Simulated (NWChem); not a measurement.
Species: chloroform (CHCl3); SMILES ClC(Cl)Cl

All runs: NWChem. Pople sets run with spherical d functions. Each level has its own optimisation; frequencies are unscaled.

Question: Taking PBE/6-311G** as the yardstick, which of these has the fewest basis functions while keeping “highest harmonic frequency (cm⁻¹)” within 40 cm⁻¹ of it: PBE/6-31+G*; PBE/STO-3G; PBE/6-31G*; PBE/3-21G?

Answer: PBE/6-31G*.
| level | basis functions | highest harmonic frequency (cm⁻¹) | relative time (rough) |
|---|---|---|---|
| PBE/STO-3G | 33 | 3293 | 1 |
| PBE/3-21G | 50 | 3163 | 2 |
| PBE/6-31G* | 70 | 3117 | 5 |
| PBE/6-31+G* | 86 | 3115 | 7 |
| PBE/6-311G** | 102 | 3107 | 8 |

The yardstick is one finite set, not the basis-set limit.
